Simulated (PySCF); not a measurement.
## Bond curve of SiF⁺

Set-up: Si STO-3G, F STO-3G; no relativity (PySCF 2.14). Energies in eV from Si⁺ + F in their ground configurations at the same level. All curves are PBE0. state 1: ¹Σ⁺ (singlet), closed shell; state 2: ³Π (triplet), unpaired electrons σ ↑, π ↑, a second solution, started from another occupation.

```tsv
R (Å)	state 1	state 2
1.350	-4.895	0.648
1.413	-5.773	-0.459
1.476	-6.264	-1.160
1.523	-6.440	-1.485
1.570	-6.489	-1.678
1.617	-6.437	-1.770
1.680	-6.243	-1.776
1.758	-5.856	-1.662
1.853	-5.250	-1.439
1.978	-4.311	-1.119
```

Task: Put a parabola through the three lowest points of the state 1 curve and estimate Re, k and ωe (reduced mass 11.31 u; 1 eV/Å² = 0.16022 mdyn/Å; ωe = 1302.8·√(k/μ) cm⁻¹).

Result: Through R = 1.523, 1.57, 1.617 Å the second-order coefficient is 22.9 eV/Å², so Re ≈ 1.569 Å, k ≈ 7.33 mdyn/Å and ωe ≈ 1048 cm⁻¹. A polynomial fit of higher order to the unrounded PBE0 energies gives Re = 1.567 Å, k = 7.42 mdyn/Å, ωe = 1055 cm⁻¹; anharmonicity and rounding make the difference.

The higher-order fit for each curve: state 1: Re = 1.567 Å, ωe = 1055 cm⁻¹, De = 6.49 eV; state 2: Re = 1.651 Å, ωe = 816 cm⁻¹, minimum 1.79 eV below the ground-state fragments.

For an ion De counts to the pair picked by the measured ionisation energies or electron affinities, which need not be the lowest pair at this level. Counting both spins, an empty level lies below a filled one in some of these solutions, because spin and occupation are held. STO-3G is very small, so such numbers show the basis as much as the molecule.
